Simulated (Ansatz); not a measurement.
Cl2Mg (`[Cl][Mg][Cl]`). The species carries charge 0 and has multiplicity 1.

```
atom    x (Å)    y (Å)    z (Å)
 Cl1  -1.1339   1.8313  -0.2565
 Mg2  -0.0012  -0.0006   0.0008
 Cl3   1.1351  -1.8307   0.2557
```

Task: What are the harmonic wavenumbers in cm⁻¹ at PBE0-D4/def2-TZVP (Ansatz, finite differences of forces, unscaled)? (Best estimate.)

Result: Ansatz gave: 110, 110, 323, 621.

Task: Is this a minimum?

Result: Yes, all 4 modes are real.

Task: Give the ideal-gas thermochemistry at 298.15 K and 1 bar (rigid rotor, harmonic oscillator; point group D∞h, symmetry number 2).

Result: Zero-point energy 7.0 kJ/mol; H(298) − E = 20.8 kJ/mol; entropy 271.9 J/(mol·K), of which translation 165.7, rotation 71.7, vibration 34.5; G(298) − E = -60.3 kJ/mol.
